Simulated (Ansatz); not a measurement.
1T (CdI2-type) PtS2

Calculation: PBE0 in Ansatz (plane waves, PAW).

Settings: plane-wave cutoff 500 eV, 12×12×6 k mesh (along the axes of the cell as run), Fermi–Dirac smearing 0.05 eV, scalar-relativistic PAW data made under PBE.

Cell (relaxed with r²SCAN):

```yaml
crystal:
  lattice:
    - [1.77399, -3.07264, 0.00000]
    - [1.77399, 3.07264, 0.00000]
    - [0.00000, 0.00000, 5.61149]
  atoms:
    - { symbol: Pt, position: [0.00000, 0.00000, 0.00000] }
    - { symbol: S, position: [0.33333, 0.66667, 0.21983] }
    - { symbol: S, position: [0.66667, 0.33333, 0.78017] }
```

```yaml
band_gap: 2.46 eV (on the SCF k mesh)
```

Measured, for comparison: band gap 0.7 eV (temperature not stated, no zero-point or thermal correction, bulk, cited; as tabulated in Two-dimensional noble-metal chalcogenides and phosphochalcogenides, Angew. …).

Note: exact exchange on metals is sensitive to the k mesh and can open a false gap; the cell comes from a level without a dispersion term, which matters for the spacing of layers, chains or molecules; cell and atoms aren't relaxed at this level (largest force component 0.34 eV/Å, pressure -2.0 GPa); the cell has widely spaced layers and the level no dispersion term, so their spacing and the moduli can rest on weak binding.

Spin–orbit coupling is not included.

Static lattice: no zero-point or thermal effects.

Ansatz is a first-principles code.
